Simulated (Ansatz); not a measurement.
Relaxation of BH3OS (6 atoms, charge 0, multiplicity 1), to a largest force component of 0.015 eV/Å in at most 40 steps.

Method: Ansatz 0.2.0, RHF/def2-SVP.

```xyz
6
Properties=species:S:1:pos:R:3
O -1.089 -0.089 -0.985
B 0.050 0.170 -0.363
S 0.359 -0.381 1.337
H -1.768 -0.583 -0.522
H 0.868 0.771 -0.941
H 1.579 0.112 1.474
```

**Question.** Where does it end, and by what steps?

**Answer.** It converged. After 5 steps the energy has fallen by 0.031 eV; H5 moved furthest, 0.03 Å.

| step | energy less start (eV) | largest force component (eV/Å) | accepted |
| --- | --- | --- | --- |
| 0 | 0.0000 | 1.422 | yes |
| 1 | -0.0277 | 0.349 | yes |
| 2 | -0.0302 | 0.073 | yes |
| 3 | -0.0299 | 0.108 | no |
| 4 | -0.0307 | 0.031 | yes |
| 5 | -0.0308 | 0.015 | yes |

```xyz
6
Properties=species:S:1:pos:R:3
O -1.108 -0.095 -0.993
B 0.049 0.172 -0.370
S 0.348 -0.389 1.345
H -1.753 -0.583 -0.504
H 0.887 0.787 -0.960
H 1.577 0.108 1.483
```

The run took 7.5 s on 1 thread of Intel(R) Xeon(R) Processor @ 2.70GHz, on a shared host, peak memory 0.13 GiB.
